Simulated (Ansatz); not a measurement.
We consider antiferromagnetic bcc Cr, described by PBE in Ansatz (PAW).

Settings: plane-wave cutoff 520 eV, 20×20×20 k mesh, Fermi–Dirac smearing 0.05 eV, spin-polarised with opposed moments, scalar-relativistic PAW data made under PBE.

Computed at the level's own relaxed cell.

Predict the equilibrium volume per atom, bulk modulus, magnetic moment (largest site, within a sphere) and lattice constant a.


equilibrium volume per atom: 11.77 Å³/atom
bulk modulus: 183 GPa
magnetic moment (largest site, within a sphere): 1.02 μB
lattice constant a: 2.866 Å

The run finds no gap.

Measured, for comparison: equilibrium volume per atom 11.91 Å³/atom, lattice constant a 2.877 Å (corrected for temperature and zero-point phonon effects; as tabulated in Levämäki et al. (2014), arXiv:1402.3671); bulk modulus 194 GPa (corrected for temperature and zero-point phonon effects, our sources range from 174 to 205; as tabulated in Levämäki et al. (2014), arXiv:1402.3671). Computed (rounded) less measured: equilibrium volume per atom -1.2 %, bulk modulus not scored (sources differ), lattice constant a -0.4 %.

Note: the commensurate order stands in for chromium's spin-density wave, and the size of the moments varies much between levels; the collinear magnetic order is the start's and need not be the measured one.

Moments are spin moments.

Ansatz is an electronic-structure program.
